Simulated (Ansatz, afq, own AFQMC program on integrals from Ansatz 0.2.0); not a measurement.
# PN+ (doublet): AFQMC on the coupled-cluster ladder, 6-31G, part 2 of 2

Ansatz 0.2.0, Gaussian basis, and an in-house AFQMC program (afq) on its integrals; all values are calculated; 6-31G, frozen cores. Earlier steps stand in the parts before.

### Step 16. Phaseless AFQMC, single-determinant trial on UHF

It reads the integrals that the CCSD(T) run on this determinant wrote.

Started as:

```
$ afq ham --method phaseless --trial hf --walkers 380 --populations 1 --least-time 40 --time-step 0.005 --steps-per-block 20 --equilibration-blocks 112 --max-blocks 600 --target-error 0.00108 --factor-cut 1e-05 --start spin_pure --seed 2462 --taylor-order 6
```

The program printed:

```text
orbitals 16  electrons 5 4  factors 92 of 272
reference energy -394.67194827 Eh
CCSD correlation -0.16295444 Eh in 16 cycles, weight of the determinant in the CISD state 0.6876
energy of the start -394.695598 Eh
 block  time / (1/Eh)  mean weight  energy / Eh
     1     0.100  1.0011  -394.723880
     2     0.200  1.0012  -394.748252
     3     0.300  1.0015  -394.772914
     4     0.400  1.0002  -394.784403
     5     0.500  1.0008  -394.784423
     6     0.600  1.0011  -394.789857
     7     0.700  1.0000  -394.798300
     8     0.800  1.0009  -394.805201
     9     0.900  0.9996  -394.807209
    10     1.000  1.0001  -394.811094
    18     1.800  0.9998  -394.833529
    35     3.500  1.0005  -394.842558
    52     5.200  1.0003  -394.859296
    69     6.900  0.9987  -394.834118
    86     8.600  0.9997  -394.847504
   103    10.300  1.0003  -394.851375
   120    12.000  0.9999  -394.836630
   137    13.700  1.0010  -394.835184
   154    15.400  1.0001  -394.823968
   171    17.100  0.9999  -394.840417
   188    18.800  0.9990  -394.836807
   205    20.500  0.9990  -394.825170
   222    22.200  1.0002  -394.834181
   239    23.900  0.9994  -394.832387
   256    25.600  1.0003  -394.886421
   273    27.300  1.0004  -394.834024
   290    29.000  0.9995  -394.840221
   307    30.700  1.0001  -394.819547
   324    32.400  1.0002  -394.843687
   341    34.100  1.0002  -394.859673
   358    35.800  0.9997  -394.835885
   375    37.500  1.0009  -394.889960
   392    39.200  1.0002  -394.846486
   409    40.900  0.9984  -394.851487
   426    42.600  1.0005  -394.851413
   443    44.300  0.9994  -394.813877
   460    46.000  0.9997  -394.832424
   477    47.700  1.0012  -394.864256
   494    49.400  0.9999  -394.837523
   511    51.100  0.9997  -394.853470
   528    52.800  0.9996  -394.838990
   545    54.500  0.9999  -394.845625
   562    56.200  1.0004  -394.857377
   579    57.900  0.9999  -394.842200
   596    59.600  0.9996  -394.855803
   613    61.300  1.0008  -394.821607
   630    63.000  1.0003  -394.846279
   647    64.700  1.0005  -394.828419
   664    66.400  1.0004  -394.850238
   681    68.100  1.0007  -394.855630
   698    69.800  1.0006  -394.832562
blocks merged  error / Eh  count
     1  0.000624  600
     2  0.000841  300
     4  0.001110  150
     8  0.001345  75
    16  0.001508  37
    32  0.001463  18
    64  0.001709  9
energy -394.844803 +/- 0.001508 Eh
```

It took 2.7 min on 1 thread of Arm Neoverse V2, shared host.

Energy -10744.2744 ± 0.0410 eV. Caveats: constraint bias not in the error; large difference.

### Step 17. Free-projection AFQMC, CISD trial on UHF

It reads the integrals that the CCSD(T) run on this determinant wrote.

Started as:

```
$ afq ham --method free --trial cisd --walkers 190 --time-step 0.03 --max-blocks 80 --target-error 0.00036 --factor-cut 1e-05 --seed 7219 --times 0,0.3,0.6,1.2,1.8,2.4,3.6,4.8,6 --taylor-order 8
```

The program printed:

```text
orbitals 16  electrons 5 4  factors 92 of 272
reference energy -394.67194827 Eh
CCSD correlation -0.16295444 Eh in 16 cycles, weight of the determinant in the CISD state 0.6876
repeat  energy at the last time / Eh  error
    10  -394.842931  0.002091
    20  -394.846000  0.001725
    30  -394.847130  0.001430
    40  -394.847445  0.001225
    50  -394.846802  0.001120
    60  -394.846034  0.001069
    70  -394.846264  0.000954
    80  -394.846263  0.000905
time / (1/Eh)  energy / Eh  error  mean overlap
  0.00  -394.834952  0.000356  1.4555
  0.30  -394.838312  0.000377  1.4643
  0.60  -394.840960  0.000385  1.4619
  1.20  -394.843045  0.000448  1.4658
  1.80  -394.843544  0.000469  1.4877
  2.40  -394.844143  0.000618  1.4921
  3.60  -394.845579  0.000588  1.5038
  4.80  -394.845679  0.000850  1.5159
  6.00  -394.846263  0.000905  1.5235
energy -394.846263 +/- 0.000905 Eh
```

Wall time 1.9 min (1 thread of Arm Neoverse V2, shared host).

Energy -10744.3142 ± 0.0246 eV. Caveats: remainder of the start not in the error; start is not spin pure; error above the target; large difference.

### Step 18. CCSD(T) on ROHF

in.yaml

```yaml
crystal:
  periodic: [false, false, false]
  atoms:
    - {symbol: N, position_ang: [0.000000, 0.000000, 0.000000]}
    - {symbol: P, position_ang: [0.000000, 0.000000, 1.479400]}
basis:
  gaussian: {orbitals: 6-31G}
total_charge: 1
magnetization: {spin_polarized: false, initial_magnetization: 1}
correlation: {method: ccsd_t, electrons: outside_noble_gas, hamiltonian_folder: ham}
```

Started as:

```
$ ansatz run in.yaml --threads 1 --pin off --events-out ev --progress --plain --max-ram 1843MiB
```

The program printed, shortened:

```text
Functional definition: HF
  name "HF"
  cite "Fock, Z. Phys. 61, 126 (1930) doi:10.1007/BF01340294"
  parent pbe
[...]
272 factors; integrals over basis functions are off by at most 1.1e-4 eV
[...]
mean field -10738.55072673 eV, -394.6344603564 hartree, gradient 2.8e-6 eV, S^2 0.750000; 9 other end points of the search recorded, 0 dependent functions left out
[...]
reference -10738.55072673 eV, -394.6344603564 hartree; 5, 4 occupied and 11, 12 virtual orbitals, 272 factors
second order -5.24466657 eV of doubles, -0.07370584 eV of singles
cycle   1  -5.43344064 eV  change    3.7e-3 eV  update   4.3e-3
[...]
cycle  10  -5.44104688 eV  change    1.2e-6 eV  update   1.3e-6
perturbative correction -0.24139243 eV, -0.0088710082 hartree
Total energy: -10744.23316605 eV, -394.8432861495 hartree
```

Run time: 0.96 s. Hardware: 1 thread of Arm Neoverse V2, shared host.

From the report: correlation -5.6824 eV; T1 0.060; largest double amplitude 0.14.

This run also writes the integrals to the folder ham.

### Step 19. Full CI

in.yaml

```yaml
hamiltonian:
  integrals:
    folder: ../ham
correlation: {method: fci}
```

The command is unchanged.

The program printed:

```text
Functional definition: HF
  name "HF"
  cite "Fock, Z. Phys. 61, 126 (1930) doi:10.1007/BF01340294"
  parent pbe
  exchange = exact_x
  correlation = 0
reference -10738.55072673 eV, -394.6344603564 hartree; 5, 4 occupied and 11, 12 virtual orbitals, 272 factors
state -10744.30889705 eV, -394.8460692126 hartree
Total energy: -10744.30889705 eV, -394.8460692126 hartree
```

Wall time 25 s (1 thread of Arm Neoverse V2, shared host); peak memory 0.26 GiB.

From the report: 1,989,600 determinants.

### Step 20. CCSDT(Q) on ROHF

in.yaml

```yaml
crystal:
  periodic: [false, false, false]
  atoms:
    - {symbol: N, position_ang: [0.000000, 0.000000, 0.000000]}
    - {symbol: P, position_ang: [0.000000, 0.000000, 1.479400]}
basis:
  gaussian: {orbitals: 6-31G}
total_charge: 1
magnetization: {spin_polarized: false, initial_magnetization: 1}
correlation: {method: ccsdt_q, electrons: outside_noble_gas}
```

The command is unchanged.

The program printed, shortened:

```text
Functional definition: HF
  name "HF"
  cite "Fock, Z. Phys. 61, 126 (1930) doi:10.1007/BF01340294"
  parent pbe
[...]
457 factors; integrals over basis functions are off by at most 4.2e-8 eV
[...]
mean field -10738.55089569 eV, -394.6344665654 hartree, gradient 2.8e-6 eV, S^2 0.750000; 9 other end points of the search recorded, 0 dependent functions left out
[...]
reference -10738.55089569 eV, -394.6344665654 hartree; 5, 4 occupied and 11, 12 virtual orbitals, 457 factors
second order -5.24469027 eV of doubles, -0.07370573 eV of singles
cycle   1  -4.72638501 eV  change    6.0e-1 eV  update   1.6e-1
[...]
cycle  21  -5.69507370 eV  change    5.9e-7 eV  update   5.0e-7
perturbative correction -0.06476860 eV, -0.0023802023 hartree
Total energy: -10744.31073799 eV, -394.8461368658 hartree
```

Wall time 3.7 s (1 thread of Arm Neoverse V2, shared host).

From the report: correlation -5.7598 eV; T1 0.056; largest double amplitude 0.15.

### Step 21. CCSDTQ on ROHF

Changes to in.yaml since step 20:

```diff
@@ -9,2 +9,2 @@
 magnetization: {spin_polarized: false, initial_magnetization: 1}
-correlation: {method: ccsdt_q, electrons: outside_noble_gas}
+correlation: {method: ccsdtq, electrons: outside_noble_gas}
```

The command is unchanged.

The program printed, shortened:

```text
Functional definition: HF
  name "HF"
  cite "Fock, Z. Phys. 61, 126 (1930) doi:10.1007/BF01340294"
  parent pbe
[...]
457 factors; integrals over basis functions are off by at most 4.2e-8 eV
[...]
mean field -10738.55089569 eV, -394.6344665654 hartree, gradient 2.8e-6 eV, S^2 0.750000; 9 other end points of the search recorded, 0 dependent functions left out
[...]
6 core orbitals not correlated: weight in the atoms' cores, before any rotation towards them, 1.000 or more for the frozen orbitals, at most 0.000 for the correlated occupied ones
reference -10738.55089569 eV, -394.6344665654 hartree; 5, 4 occupied and 11, 12 virtual orbitals, 457 factors
second order -5.24469027 eV of doubles, -0.07370573 eV of singles
cycle   1  -4.72638501 eV  change    6.0e-1 eV  update   1.6e-1
[...]
cycle  25  -5.74712220 eV  change    3.0e-7 eV  update   2.7e-7
Total energy: -10744.29801789 eV, -394.8456694107 hartree
```

Wall time 28 s (1 thread of Arm Neoverse V2, shared host); peak memory 0.3 GiB.

From the report: correlation -5.7471 eV; T1 0.057; largest double amplitude 0.15.

### Step 22. Phaseless AFQMC, CISD trial on ROHF

It reads the integrals that the CCSD(T) run on this determinant wrote.

Started as:

```
$ afq ham --method phaseless --trial cisd --walkers 190 --populations 1 --least-time 40 --time-step 0.005 --steps-per-block 50 --equilibration-blocks 28 --max-blocks 300 --target-error 0.00036 --factor-cut 1e-05 --start spin_pure --seed 7165 --release-times 0.24,0.51,0.99,1.62,2.4 --release-step 0.03 --release-every 4 --taylor-order 6
```

The program printed:

```text
orbitals 16  electrons 5 4  factors 92 of 272
reference energy -394.63446036 Eh
CCSD correlation -0.19995466 Eh in 16 cycles, weight of the determinant in the CISD state 0.8193
energy of the start -394.834415 Eh
 block  time / (1/Eh)  mean weight  energy / Eh
     1     0.250  1.0005  -394.832092
     2     0.500  0.9994  -394.833539
     3     0.750  0.9993  -394.833903
     4     1.000  1.0002  -394.838742
     5     1.250  1.0007  -394.838834
     6     1.500  0.9997  -394.844817
     7     1.750  0.9990  -394.840243
     8     2.000  0.9988  -394.837344
     9     2.250  0.9988  -394.837933
    10     2.500  1.0008  -394.839977
    17     4.250  1.0001  -394.843564
    25     6.250  1.0011  -394.859393
    33     8.250  1.0001  -394.842609
    41    10.250  1.0010  -394.852847
    49    12.250  0.9997  -394.850603
    57    14.250  1.0000  -394.841730
    65    16.250  0.9996  -394.838321
    73    18.250  1.0007  -394.851483
    81    20.250  1.0008  -394.834415
    89    22.250  0.9990  -394.835934
    97    24.250  1.0000  -394.835298
   105    26.250  1.0008  -394.840602
   113    28.250  1.0010  -394.839573
   121    30.250  1.0013  -394.853672
   129    32.250  1.0003  -394.836749
   137    34.250  1.0011  -394.840875
   145    36.250  0.9988  -394.845351
   153    38.250  1.0007  -394.841041
   161    40.250  0.9995  -394.840078
   169    42.250  0.9998  -394.855678
   177    44.250  0.9992  -394.840146
   185    46.250  0.9995  -394.849624
   193    48.250  0.9964  -394.843443
   201    50.250  0.9988  -394.845726
   209    52.250  1.0000  -394.849619
   217    54.250  0.9999  -394.836715
   225    56.250  0.9999  -394.843523
   233    58.250  1.0004  -394.846458
   241    60.250  0.9989  -394.835781
   249    62.250  1.0011  -394.865551
   257    64.250  0.9997  -394.840386
   265    66.250  1.0009  -394.845081
   273    68.250  0.9999  -394.837629
   281    70.250  1.0008  -394.836285
   289    72.250  1.0000  -394.839999
   297    74.250  1.0010  -394.866529
   305    76.250  1.0006  -394.844013
   313    78.250  0.9995  -394.835402
   321    80.250  1.0007  -394.837744
blocks merged  error / Eh  count
     1  0.000433  300
     2  0.000534  150
     4  0.000592  75
     8  0.000613  37
    16  0.000612  18
    32  0.000589  9
released: time / (1/Eh)  energy / Eh  error  mean overlap
  0.24  -394.844079  0.000771  1.0025
  0.51  -394.844515  0.000702  0.9999
  0.99  -394.845331  0.000473  1.0011
  1.62  -394.845665  0.000608  0.9924
  2.40  -394.844975  0.000600  1.0014
energy -394.842663 +/- 0.000613 Eh
```

Run time: 3 min. Hardware: 1 thread of Arm Neoverse V2, shared host.

Energy -10744.2162 ± 0.0167 eV. Caveats: constraint bias not in the error; error above the target.

### Step 23. Phaseless AFQMC, single-determinant trial on ROHF

It reads the integrals that the CCSD(T) run on this determinant wrote.

Started as:

```
$ afq ham --method phaseless --trial hf --walkers 380 --populations 1 --least-time 40 --time-step 0.005 --steps-per-block 20 --equilibration-blocks 112 --max-blocks 600 --target-error 0.00108 --factor-cut 1e-05 --start spin_pure --seed 2462 --taylor-order 6
```

The program printed:

```text
orbitals 16  electrons 5 4  factors 92 of 272
reference energy -394.63446036 Eh
CCSD correlation -0.19995466 Eh in 16 cycles, weight of the determinant in the CISD state 0.8193
energy of the start -394.634461 Eh
 block  time / (1/Eh)  mean weight  energy / Eh
     1     0.100  1.0014  -394.668369
     2     0.200  1.0012  -394.695000
     3     0.300  1.0016  -394.720037
     4     0.400  1.0004  -394.732220
     5     0.500  1.0010  -394.737041
     6     0.600  1.0013  -394.745976
     7     0.700  1.0002  -394.755893
     8     0.800  1.0010  -394.765062
     9     0.900  0.9998  -394.769362
    10     1.000  0.9998  -394.772310
    18     1.800  0.9996  -394.808785
    35     3.500  1.0007  -394.826467
    52     5.200  1.0002  -394.843122
    69     6.900  0.9990  -394.824633
    86     8.600  0.9997  -394.841254
   103    10.300  0.9999  -394.845916
   120    12.000  0.9997  -394.832262
   137    13.700  1.0009  -394.843495
   154    15.400  1.0001  -394.844987
   171    17.100  1.0008  -394.825725
   188    18.800  0.9990  -394.843804
   205    20.500  0.9997  -394.835364
   222    22.200  0.9999  -394.843956
   239    23.900  0.9989  -394.827259
   256    25.600  1.0003  -394.847120
   273    27.300  1.0013  -394.859929
   290    29.000  0.9976  -394.849292
   307    30.700  1.0004  -394.812809
   324    32.400  1.0005  -394.841349
   341    34.100  0.9999  -394.862342
   358    35.800  0.9996  -394.823493
   375    37.500  1.0002  -394.840873
   392    39.200  0.9993  -394.814149
   409    40.900  0.9990  -394.820181
   426    42.600  0.9995  -394.850738
   443    44.300  0.9983  -394.826541
   460    46.000  0.9995  -394.853635
   477    47.700  0.9994  -394.843663
   494    49.400  0.9999  -394.834549
   511    51.100  1.0004  -394.841911
   528    52.800  0.9999  -394.818114
   545    54.500  1.0002  -394.830145
   562    56.200  0.9992  -394.817789
   579    57.900  1.0000  -394.823576
   596    59.600  0.9994  -394.840094
   613    61.300  1.0005  -394.830746
   630    63.000  0.9976  -394.807207
   647    64.700  1.0006  -394.824519
   664    66.400  0.9999  -394.828651
   681    68.100  0.9997  -394.847846
   698    69.800  1.0006  -394.814665
blocks merged  error / Eh  count
     1  0.000798  600
     2  0.001064  300
     4  0.001313  150
     8  0.001664  75
    16  0.001755  37
    32  0.001609  18
    64  0.001676  9
energy -394.838859 +/- 0.001755 Eh
```

Run time: 2.6 min. Hardware: 1 thread of Arm Neoverse V2, shared host.

Energy -10744.1127 ± 0.0478 eV. Caveats: constraint bias not in the error; error above the target.

### Step 24. Free-projection AFQMC, CISD trial on ROHF

It reads the integrals that the CCSD(T) run on this determinant wrote.

Started as:

```
$ afq ham --method free --trial cisd --walkers 190 --time-step 0.03 --max-blocks 80 --target-error 0.00036 --factor-cut 1e-05 --seed 7219 --times 0,0.3,0.6,1.2,1.8,2.4,3.6,4.8,6 --taylor-order 8
```

The program printed:

```text
orbitals 16  electrons 5 4  factors 92 of 272
reference energy -394.63446036 Eh
CCSD correlation -0.19995466 Eh in 16 cycles, weight of the determinant in the CISD state 0.8193
repeat  energy at the last time / Eh  error
    10  -394.845162  0.001835
    20  -394.847261  0.001381
    30  -394.847716  0.001277
    40  -394.847371  0.000988
    50  -394.847435  0.000971
    60  -394.846793  0.000872
    70  -394.846935  0.000789
    80  -394.846747  0.000728
time / (1/Eh)  energy / Eh  error  mean overlap
  0.00  -394.834586  0.000276  1.2211
  0.30  -394.839932  0.000316  1.2253
  0.60  -394.842773  0.000323  1.2250
  1.20  -394.843859  0.000317  1.2383
  1.80  -394.845037  0.000344  1.2497
  2.40  -394.845423  0.000350  1.2601
  3.60  -394.845787  0.000457  1.2791
  4.80  -394.846257  0.000562  1.2970
  6.00  -394.846747  0.000728  1.2950
energy -394.846747 +/- 0.000728 Eh
```

Wall time 1.7 min (1 thread of Arm Neoverse V2, shared host).

Energy -10744.3273 ± 0.0198 eV. Caveats: remainder of the start not in the error; error above the target.

### Step 25. All levels side by side

The full CI on restricted orbitals is not used as the yardstick for these unrestricted rows.

On the UHF determinant, counted from CCSDTQ (a yardstick, not exact):

| level | energy (eV) | from CCSDTQ (kJ/mol) | statistical error (kJ/mol) | time |
| --- | --- | --- | --- | --- |
| HF | -10739.5708 | +456.1 |  |  |
| MP2 | -10742.5936 | +164.4 |  |  |
| CCSD | -10744.0050 | +28.2 |  |  |
| CCSD(T) | -10744.1615 | +13.1 |  |  |
| CCSDT(Q) | -10744.2923 | +0.5 |  |  |
| CCSDTQ | -10744.2976 | 0.0 |  |  |
| Phaseless AFQMC, CISD trial, step 0.005, 190 walkers | -10744.2111 | +8.3 | 1.6 | 3 min |
| Phaseless AFQMC, single-determinant trial, step 0.005, 380 walkers | -10744.2744 | +2.2 | 4.0 | 2.7 min |
| Free-projection AFQMC, CISD trial, step 0.03, 190 walkers | -10744.3142 | -1.6 | 2.4 | 1.9 min |

On the ROHF determinant, counted from full CI (exact for this spin and basis):

| level | energy (eV) | from full CI (kJ/mol) | statistical error (kJ/mol) | time |
| --- | --- | --- | --- | --- |
| HF | -10738.5507 | +555.6 |  |  |
| MP2 | -10743.8691 | +42.5 |  |  |
| CCSD | -10743.9918 | +30.6 |  |  |
| CCSD(T) | -10744.2332 | +7.3 |  |  |
| CCSDT(Q) | -10744.3107 | -0.2 |  |  |
| CCSDTQ | -10744.2980 | +1.1 |  |  |
| full CI | -10744.3091 | 0.0 |  |  |
| Phaseless AFQMC, CISD trial, step 0.005, 190 walkers | -10744.2162 | +9.0 | 1.6 | 3 min |
| Phaseless AFQMC, single-determinant trial, step 0.005, 380 walkers | -10744.1127 | +18.9 | 4.6 | 2.6 min |
| Free-projection AFQMC, CISD trial, step 0.03, 190 walkers | -10744.3273 | -1.8 | 1.9 | 1.7 min |

The functionals' totals stand on their own zeros and serve differences with other points: PBE -10757.690 eV; r2SCAN -10761.876 eV; PBE0 -10757.899 eV; B3LYP -10763.778 eV; wB97M-V -10762.375 eV; B2PLYP -10757.888 eV.

### Step 26. Outcome

This closing draws on all 2 parts.

| quantity | value |
| --- | --- |
| CCSD(T) on UHF from CCSDTQ | +13.1 kJ/mol |
| Phaseless AFQMC, CISD trial on UHF from CCSDTQ | +8.3 ± 1.6 kJ/mol |
| Phaseless AFQMC, single-determinant trial on UHF from CCSDTQ | +2.2 ± 4.0 kJ/mol |
| Free-projection AFQMC, CISD trial on UHF from CCSDTQ | -1.6 ± 2.4 kJ/mol |
| CCSD(T) on ROHF from full CI | +7.3 kJ/mol |
| Phaseless AFQMC, CISD trial on ROHF from full CI | +9.0 ± 1.6 kJ/mol |
| Phaseless AFQMC, single-determinant trial on ROHF from full CI | +18.9 ± 4.6 kJ/mol |
| Free-projection AFQMC, CISD trial on ROHF from full CI | -1.8 ± 1.9 kJ/mol |

**Reading.** On UHF the phaseless walk with the CISD trial lies +8.3 kJ/mol from CCSDTQ, 5 times its error bar. Free projection has no constraint; at the last time it gives -1.6 ± 2.4 kJ/mol, and from a start that isn't spin pure other spins can mix in. On ROHF the phaseless walk with the CISD trial lies +9.0 kJ/mol from full CI, 6 times its error bar: mostly the bias of the constraint. Free projection has no constraint; at the last time it gives -1.8 ± 1.9 kJ/mol. Error bars are statistical and leave out the constraint, the time step and what remains of the start.
